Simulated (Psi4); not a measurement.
# AlH3S (SMILES [AlH2][SH]): FNO-MP3/def2-SVPD (fitted SCF)

Aim: the energy change on altering one bond length of AlH3S at FNO-MP3/def2-SVPD (fitted SCF), from 2 runs. 

The calculation is run with Psi4 1.11.

1 further run of the same task is left out (set aside as unsound or not needed).

### Step 1. The molecule

AlH3S has 5 atoms, charge 0, and is taken as a singlet. As SMILES, `[AlH2][SH]`. The coordinates come from a PBE0-D4/def2-TZVP relaxation.

Bond lengths: Al1–S2 2.181 Å, Al1–H3 1.579 Å, Al1–H4 1.581 Å, S2–H5 1.344 Å. Angles: Al1–S2–H5 93.7°, S2–Al1–H3 116.5°, S2–Al1–H4 118.9°, H3–Al1–H4 124.6°.

### Step 2. The energy at FNO-MP3/def2-SVPD (fitted SCF)

Input file job.json:

```json
{
 "schema_name": "qcschema_input",
 "schema_version": 1,
 "molecule": {
  "schema_name": "qcschema_molecule",
  "schema_version": 2,
  "symbols": ["Al", "S", "H", "H", "H"],
  "geometry": [-1.16426027, -0.12132042, -0.34336324, 2.13368977, -0.64836503, 2.07227367, -3.74487026, -1.22851095, 0.66348284, -0.83355819, 1.31524938, -2.94116974, 3.70329629, 0.54386318, 0.47054181],
  "molecular_charge": 0,
  "molecular_multiplicity": 1
 },
 "driver": "energy",
 "model": {
  "method": "fno-mp3",
  "basis": "def2-SVPD"
 },
 "keywords": {
  "scf_type": "disk_df",
  "freeze_core": true,
  "mp_type": "conv"
 }
}
```

Command:

```
$ psi4 --qcschema job.json -n 1 --memory 1600MB
```

stdout:

```text
[...]
  Running in c1 symmetry.
[...]
  Nuclear repulsion =   73.814899680884807
[...]
  Multiplicity = 1
[...]
  Nalpha       = 16
  Nbeta        = 16
[...]
    Number of basis functions: 75
[...]
   @DF-RHF iter   1:  -641.00261855855240   -5.72861e-01   2.58893e-03 DIIS/ADIIS
[...]
   @DF-RHF iter  10:  -641.03334929551033   -1.40972e-11   5.49858e-09 DIIS
[...]
    Orbital Energies [Eh]
    ---------------------
    Doubly Occupied:
       1A    -91.920539     2A    -58.479431     3A     -8.954388
       4A     -6.642130     5A     -6.641045     6A     -6.639738
       7A     -4.910914     8A     -3.229918     9A     -3.227720
      10A     -3.226348    11A     -0.955270    12A     -0.576974
      13A     -0.532582    14A     -0.443105    15A     -0.427240
      16A     -0.387452
[...]
  @DF-RHF Final Energy:  -641.03334929551033
   => Energetics <=
    Nuclear Repulsion Energy =             73.8148996808848068
    One-Electron Energy =               -1035.3069059336776263
    Two-Electron Energy =                 320.4586569572825283
    Total Energy =                       -641.0333492955103338
[...]
 Multipole Moments:
 ------------------------------------------------------------------------------------
     Multipole            Electronic (a.u.)      Nuclear  (a.u.)        Total (a.u.)
 ------------------------------------------------------------------------------------
 L = 1.  Multiply by 2.5417464519 to convert [e a0] to [Debye]
 Dipole X            :          0.3220437           -0.4192212           -0.0971775
 Dipole Y            :         -0.5465469            0.7446734            0.1981265
 Dipole Z            :          1.1802434           -1.5994045           -0.4191611
 Magnitude           :                                                    0.4737021
[...]
      * MP2 total energy:                   -641.247839548990
[...]
      * MP2 total energy:                   -641.247839548990
[...]
      * MP3 total energy:                   -641.277603359169
[...]
```

The result, in JSON:

```text
{
 "driver": "energy",
 "model": {
  "method": "fno-mp3",
  "basis": "def2-SVPD"
 },
 "success": true,
 "return_result": -641.2776033591691,
 "properties": {
  "calcinfo_nbasis": 75,
  "calcinfo_nmo": 75,
  "calcinfo_nalpha": 16,
  "calcinfo_nbeta": 16,
  "calcinfo_natom": 5,
  "nuclear_repulsion_energy": 73.8148996808848,
  "return_energy": -641.2776033591691,
  "scf_one_electron_energy": -1035.3069059336776,
  "scf_two_electron_energy": 320.4586569572825,
  "scf_dipole_moment": [-0.09717752945314917, 0.1981265396490437, -0.4191611151965595],
  "scf_total_energy": -641.0333492955103,
  "scf_iterations": 10,
  "mp2_same_spin_correlation_energy": -0.04230410063749839,
  "mp2_opposite_spin_correlation_energy": -0.17218615284233796,
  "mp2_singles_energy": 0.0,
  "mp2_doubles_energy": -0.21449025347983636,
  "mp2_correlation_energy": -0.21449025347983636,
  "mp2_total_energy": -641.2478395489902
 }
}
```

Wall time 5.7 s (1 thread of Intel Xeon Platinum 8259CL at 2.50GHz (Skylake/Cascade Lake), shared host); peak memory 0.4 GiB.

### Step 3. The distorted shape, same level

Input file input.inp:

```
memory 1.6 GB

molecule {
  0 1
  Al
  S 1 r2
  H 1 r3 2 a3
  H 1 r4 3 a4 2 d4
  H 2 r5 1 a5 3 d5

  r2 = 2.181183
  r3 = 1.578613
  a3 = 116.54448
  r4 = 1.58061
  a4 = 124.59871
  d4 = 179.99456
  r5 = 1.8816
  a5 = 93.7184
  d5 = 179.9973
}

set {
  basis def2-SVPD
  scf_type disk_df
  freeze_core true
  mp_type conv
}

E = energy('fno-mp3')
```

Command:

```
$ psi4 -n 1 input.inp input.out
```

input.out:

```text
[...]
  Running in c1 symmetry.
[...]
  Nuclear repulsion =   71.703443067357455
[...]
  Multiplicity = 1
[...]
  Nalpha       = 16
  Nbeta        = 16
[...]
    Number of basis functions: 75
[...]
   @DF-RHF iter   1:  -640.90673603381288   -7.44973e-01   3.05537e-03 ADIIS/DIIS
[...]
   @DF-RHF iter  11:  -640.96161443895687   -3.86535e-12   4.05039e-09 DIIS
[...]
    Orbital Energies [Eh]
    ---------------------
    Doubly Occupied:
       1A    -91.946919     2A    -58.479862     3A     -8.975096
       4A     -6.662175     5A     -6.661129     6A     -6.659791
       7A     -4.911164     8A     -3.230192     9A     -3.228000
      10A     -3.226577    11A     -0.914688    12A     -0.560418
      13A     -0.475286    14A     -0.436719    15A     -0.422068
      16A     -0.389053
[...]
  @DF-RHF Final Energy:  -640.96161443895687
   => Energetics <=
    Nuclear Repulsion Energy =             71.7034430673574548
    One-Electron Energy =               -1030.9718414719482098
    Two-Electron Energy =                 318.3067839656338833
    Total Energy =                       -640.9616144389567580
[...]
 Multipole Moments:
 ------------------------------------------------------------------------------------
     Multipole            Electronic (a.u.)      Nuclear  (a.u.)        Total (a.u.)
 ------------------------------------------------------------------------------------
 L = 1.  Multiply by 2.5417464519 to convert [e a0] to [Debye]
 Dipole X            :          0.0002536           -0.0001922            0.0000614
 Dipole Y            :          1.3934400           -1.6766136           -0.2831736
 Dipole Z            :          0.9772405           -1.3363879           -0.3591474
 Magnitude           :                                                    0.4573556
[...]
      * MP2 total energy:                   -641.183238961685
[...]
      * MP2 total energy:                   -641.183238961685
[...]
      * MP3 total energy:                   -641.214840261618
[...]
```

Wall time 6 s (1 thread of Intel Xeon Platinum 8259CL at 2.50GHz (Skylake/Cascade Lake), shared host); peak memory 0.4 GiB.

### Step 4. Outcome

At FNO-MP3/def2-SVPD (fitted SCF), 10 core orbitals frozen:

| quantity | value |
| --- | --- |
| first shape: total energy | -641.27760 Eh |
| first shape: HOMO energy (Hartree–Fock orbitals) | -10.54 eV |
| first shape: LUMO energy (Hartree–Fock orbitals) | 1.29 eV |
| first shape: HOMO–LUMO gap (Hartree–Fock orbitals) | 11.83 eV |
| first shape: correlation energy (10 core orbitals frozen) | -244.3 mEh |
| distorted shape: total energy | -641.21484 Eh |
| distorted shape: HOMO energy (Hartree–Fock orbitals) | -10.59 eV |
| distorted shape: LUMO energy (Hartree–Fock orbitals) | 0.67 eV |
| distorted shape: HOMO–LUMO gap (Hartree–Fock orbitals) | 11.26 eV |
| distorted shape: correlation energy (10 core orbitals frozen) | -253.2 mEh |
| energy change with the S2–H5 bond stretched from 1.344 to 1.882 Å | 1.708 eV |

**Reading.** With the S2–H5 bond stretched from 1.344 to 1.882 Å the energy rises by 1.71 eV (165 kJ/mol). The first shape isn't relaxed at this level, so the change isn't measured from a minimum.
